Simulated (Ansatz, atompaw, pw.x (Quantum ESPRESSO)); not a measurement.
# From atom to crystal: PAW (atompaw) potential for P

atompaw 4.2.0.5 input, output lines left out:

```
P 15
GGA-PBESOL scalarrelativistic loggrid 1500 logderivrange -3 5 201
3 3 0 0 0 0
3 0 1
3 1 4
0 0 0
c
c
v
c
v
2
1.95 1.80 1.40 1.65
y
1.5
n
y
0.25
n
y
0.5
n
custom polynom gramschmidtortho sinc
3 0.5 troulliermartins
1.95
1.85
1.80
1.95
1.95
```

Crystal test: fcc P in pw.x 7.5, no spin, 15³ k-points, Fermi–Dirac smearing 0.01 Ry, cutoffs 40/400 Ry. The reference is all-electron LAPW (Ansatz 0.2.0) with the same functional, mesh and smearing; V0 and B0 come from Birch–Murnaghan fits to the pressures at five volumes. Errors are pseudo minus all-electron; Δ is the rms difference of the E(V) curves that follow from these fits, minima aligned, over ±6 % about the mean V0. Mesh and smearing are coarse, so the numbers serve the comparison and aren't converged zero-temperature values; the lattice is a test structure that the element need not adopt.

All-electron: a0 = 3.827 Å (V0 = 14.01 Å³/atom), B0 = 103.0 GPa.

Question: How far does the potential miss the all-electron equation of state?

Answer: mean pressure error (GPa): +2.10; a0 (Å): 3.852; a0 error (%): +0.66; B0 error (%): +0.3; Δ (meV/atom): 6.4. This is a poor potential for the solid. The logarithmic derivative shows an extra or strongly shifted pseudo pole above the reference energy (d near 1.76 Ry).

```tsv
V (Å³/atom)	P all-electron (GPa)	P pseudo (GPa)
13.391	5.09	7.62
13.744	2.06	4.36
14.096	-0.60	1.47
14.448	-2.97	-1.09
14.801	-5.09	-3.38
```

Question: At the middle volume, how do free energy and pressure move when the wave cutoff is lowered (ecutrho held at 400 Ry)?

Answer:

```
cutoff (Ry)  shift of F (meV/atom)  shift of P (GPa)
         18                  +51.3             +0.82
         24                  +20.8             +0.22
         32                   +6.2             +0.03
```

Input at the middle volume:

```
&control
  calculation='scf', prefix='x', pseudo_dir='./', outdir='./tmp', tstress=.true., disk_io='low'
/
&system
  ibrav=0, nat=1, ntyp=1, ecutwfc=40, ecutrho=400, nbnd=9,
  occupations='smearing', smearing='fd', degauss=0.01
/
&electrons
  conv_thr=1e-09, mixing_beta=0.4, electron_maxstep=70
/
ATOMIC_SPECIES
P 1.0 P.UPF
CELL_PARAMETERS angstrom
  0.00000000 1.91729364 1.91729364
  1.91729364 0.00000000 1.91729364
  1.91729364 1.91729364 0.00000000
ATOMIC_POSITIONS crystal
P 0.0000 0.0000 0.0000
K_POINTS automatic
15 15 15 0 0 0
```

```bash
pw.x < P.scf.in > P.scf.out
```

Lines of the output:

```
Message from routine setup:
     using ibrav=0 with symmetry is DISCOURAGED, use correct ibrav instead
     lattice parameter (alat)  =       5.1239  a.u.
     unit-cell volume          =      95.1245 (a.u.)^3
     number of electrons       =         5.00
     number of Kohn-Sham states=            9
     kinetic-energy cutoff     =      40.0000  Ry
     charge density cutoff     =     400.0000  Ry
     scf convergence threshold =      1.0E-09
     Exchange-correlation= SLA PW PSX PSC
     number of k points=   120  Fermi-Dirac smearing, width (Ry)=  0.0100
     iteration #  1     ecut=    40.00 Ry     beta= 0.40
     total energy              =     -54.29929483 Ry
     estimated scf accuracy    <       0.00189826 Ry
     iteration #  2     ecut=    40.00 Ry     beta= 0.40
     total energy              =     -54.30010661 Ry
     estimated scf accuracy    <       0.00050214 Ry
     iteration #  3     ecut=    40.00 Ry     beta= 0.40
     total energy              =     -54.30036730 Ry
     estimated scf accuracy    <       0.00000767 Ry
     iteration #  4     ecut=    40.00 Ry     beta= 0.40
     total energy              =     -54.30039709 Ry
     estimated scf accuracy    <       0.00000149 Ry
     iteration #  5     ecut=    40.00 Ry     beta= 0.40
     total energy              =     -54.30039777 Ry
     estimated scf accuracy    <       0.00000018 Ry
     iteration #  6     ecut=    40.00 Ry     beta= 0.40
     total energy              =     -54.30039783 Ry
     estimated scf accuracy    <          1.7E-09 Ry
     iteration #  7     ecut=    40.00 Ry     beta= 0.40
     total energy              =     -54.30039785 Ry
     estimated scf accuracy    <          1.3E-09 Ry
     iteration #  8     ecut=    40.00 Ry     beta= 0.40
     the Fermi energy is    11.5983 ev
!    total energy              =     -54.30039785 Ry
     estimated scf accuracy    <          1.0E-10 Ry
     smearing contrib. (-TS)   =      -0.00238200 Ry
     The total energy is F=E-TS. E is the sum of the following terms:
     one-electron contribution =       6.51814527 Ry
     hartree contribution      =       0.20566304 Ry
     xc contribution           =      -3.53394688 Ry
     ewald contribution        =     -15.81789869 Ry
     one-center paw contrib.   =     -41.66997860 Ry
     convergence has been achieved in   8 iterations
          total   stress  (Ry/bohr**3)                   (kbar)     P=       14.73
```

The run at the middle volume (120 k-points, 8 iterations) took about 9.7 s on one core of a shared host (AMD EPYC 7R43 64-Core Processor, 256 threads, 1004 GiB, load 65).
